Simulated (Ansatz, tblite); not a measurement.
Dissociation curve of Li₂, singlet.

- GFN2-xTB, 300 K electronic temperature (tblite)
- UHF/cc-pVTZ (Ansatz, an electronic-structure program)
- UKS-PBE = unrestricted PBE/cc-pVTZ (Ansatz)

Energies are in mEh, each relative to the lowest point of its own curve near equilibrium.

```tsv
R / Å	GFN2-xTB	UHF	UKS-PBE
2.06	2.3	18.5	19.1
2.20	0.3	10.7	10.7
2.34	0.0	5.3	5.2
2.44	0.6	2.8	2.6
2.58	2.4	0.8	0.6
2.64	3.4	0.4	0.2
2.74	5.5	0.1	0.0
2.87	8.8	0.0	0.5
2.93	10.5	0.0	1.0
2.96	11.3	0.0	1.2
3.17	17.3	0.5	3.8
3.43	22.3	1.8	8.0
3.74	32.6	3.4	13.3
4.09	45.0	4.8	18.6
4.52	60.1	6.0	23.9
4.96	74.8	6.7	27.5
5.41	88.1	7.1	29.8
6.12	104.5	7.4	31.5
6.73	114.3	7.4	31.9
7.36	121.2	7.4	32.1
8.20	126.6	7.5	32.1
```

At the longest distance, 8.20 Å, GFN2-xTB lies highest above its minimum (126.6 mEh) and UHF lowest (7.5 mEh).

The unrestricted determinant behind UHF is spin-contaminated at 2.06 to 8.20 Å (<S²> up to 1.0, against 0.00 for a pure singlet). The unrestricted determinant behind UKS-PBE is spin-contaminated at 3.43 to 8.20 Å (<S²> up to 1.0, against 0.00 for a pure singlet).
